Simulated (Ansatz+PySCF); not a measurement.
**doublet CH₄S(+): levels of theory in one basis**

```yaml
atoms:
  - { symbol: C, position_ang: [-1.2166, 0.0223, 0.0228] }
  - { symbol: H, position_ang: [-1.6920, 0.9756, 0.2060] }
  - { symbol: H, position_ang: [-1.7438, -0.9094, -0.1286] }
  - { symbol: S, position_ang: [0.5642, -0.0797, -0.0803] }
  - { symbol: H, position_ang: [0.8782, 1.2392, -0.1721] }
  - { symbol: H, position_ang: [0.9294, -0.1694, 1.2377] }
```

Basis set: cc-pVTZ on H, C; cc-pV(T+d)Z on S (spherical functions). Left uncorrelated: 6 orbitals. Correlation on ROHF uses semicanonical orbitals with singles. Charge 1, multiplicity 2.

Computed with Ansatz (development build ahead of 0.2.0) and PySCF 2.14.0; each method stands on the lowest determinant of its kind that the runs found.

| method | E − E(ROHF) (eV) | <S²> of the determinant |
| --- | --- | --- |
| ROHF | 0.00 | 0.75 |
| UHF | -0.14 | 0.77 |
| ROHF-MP2 | -8.81 | – |
| UHF-MP2 | -8.80 | 0.77 |

Q: What does ROHF-CCSD(T) give on the same scale?

A: -10.22 eV.
